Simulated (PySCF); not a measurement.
PySCF job for hydrogen chloride (ClH), SMILES Cl, PBE0/pcSseg-2. Geometry: B3LYP-D3(BJ)/def2-TZVPD.

```python
import numpy as np
from pyscf import gto, scf, dft
from pyscf.prop.nmr import rks as nmr

mol = gto.M(
    atom='''
    Cl    0.00000000    0.00000000   -0.07125366
    H     0.00000000    0.00000000    1.21131227
    ''',
    basis='pcSseg-2',
    charge=0,
    spin=0,
    max_memory=1600,
    verbose=3,
)
mf = dft.RKS(mol, xc='pbe0')
mf.grids.level = 3
mf.conv_tol = 1e-10
mf.max_cycle = 100
mf.kernel()
n = nmr.NMR(mf)
n.verbose = 2
n.max_cycle_cphf = 60
sigma = n.kernel()
print('atom   isotropic/ppm   span/ppm')
for i, s in enumerate(sigma):
    w = np.linalg.eigvalsh((s + s.T) / 2)
    print(f'{mol.atom_symbol(i):2s}{i + 1:3d} {w.mean():14.3f} {w[2] - w[0]:11.3f}')
```

Program output:

```
converged SCF energy = -460.674709251209
atom   isotropic/ppm   span/ppm
Cl  1        942.891     308.839
H   2         30.572      21.546
```

The calculation finished and met its thresholds.
